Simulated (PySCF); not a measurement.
# Working with the constants of SiP

ROHF-CCSD(T) constants of SiP, ²Π (doublet), unpaired electrons π ↑ (basis Si def2-TZVPP, P def2-TZVPP; no relativity; PySCF 2.14; masses 27.9769 and 30.9738 u):

* ωe: 613.4 cm⁻¹
* ωexe: 2.49 cm⁻¹
* Be: 0.26312 cm⁻¹
* αe: 0.00141 cm⁻¹
* De to Si + P: 3.40 eV

(1) What force constant and bond length do these constants imply?

(2) Estimate the centrifugal constant D from the Kratzer relation and find the Dunham coefficient a1.

Correlated steps freeze 10 core orbitals. The state is the lowest determinant that a PBE0 search found; another state may lie lower at other levels.

Answers

(1) Reduced mass μred = 14.700 u; k = 5.8918×10⁻⁷·μred·ωe² (u, cm⁻¹, mdyn/Å) = 3.26 mdyn/Å; Re = √(16.8576/(μred·Be)) (u, cm⁻¹, Å) = 2.088 Å.

(2) D = 4Be³/ωe² = 1.94e-07 cm⁻¹; a1 = −1 − αeωe/(6Be²) = -3.08.
